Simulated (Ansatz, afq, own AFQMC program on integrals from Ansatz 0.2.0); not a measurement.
Where AFQMC and coupled cluster stand for H2BrO, doublet

```xyz
4

O    -1.1327   -0.2316    0.0000
H    -1.3820    0.6949    0.0000
H     0.4923   -0.2316    0.0000
Br    2.0223   -0.2316    0.0000
```

Connectivity, by distances: OH ··· BrH.

Basis cc-pVTZ. Only valence electrons are correlated. Ansatz 0.2.0 and our own AFQMC program on the same integrals; the CISD trial comes from CCSD amplitudes, and released means the phaseless constraint is let go. Uncertainties: one standard error, sampling alone. No spin–orbit coupling.

Determinant: UHF, the one that the program's search chose, which needn't be the lowest solution. The geometry is a point of a scan.

No full CI on the walks' own integrals is used here. The released AFQMC energy serves as the reference, which it does only where one determinant dominates, the energy is flat over the last release times and near the phaseless one (40 meV or 2 meV an electron, half that with transition metals). On small molecules, where full CI could be run and the noise was under 10 meV, such values lay within 10 meV of it in 19 cases of 20, a flattering rate, since the rule was set on those same cases; what remains of the bias isn't in the error bar.

Cautions: no relativity below Rb; no spin-orbit coupling; inner d shell frozen; the released value is read at 1.50 1/Eh (meV from the phaseless value at times in 1/Eh: -3 ± 6 at 0.24, -12 ± 6 at 0.51, -10 ± 9 at 0.99, -2 ± 6 at 1.50).

* T1 diagnostic: 0.0092
* weight of the determinant in the CISD state: 0.875
* ⟨S²⟩ of the determinant: 0.757
* size of the correlated space: 15 electrons in 86 orbitals

```tsv
level	correlation energy (eV)
MP2	-10.3512
CCSD	-11.1833
CCSD(T)	-11.5328
```

Problem. Estimate where phaseless AFQMC with a CISD trial lies against CCSD(T) on the same integrals.

Solution. 35.9 ± 6.1 meV below CCSD(T).

Reference: AFQMC with the constraint released, correlation energy -11.571 ± 0.006 eV.

```csv
level,E − E(reference) (meV),share of correlation (%)
CCSD(T),37.8 ± 6.3,99.67
ph-AFQMC/CISD,1.9 ± 8.7,99.98
```

A walk keeps the symmetry of its determinant, which the program's search chose and which needn't be the lowest solution, so a lower state of the same spin and another symmetry isn't excluded. Released energies are given only where the last usable release times agree within the noise; a slower fall can still hide under it.
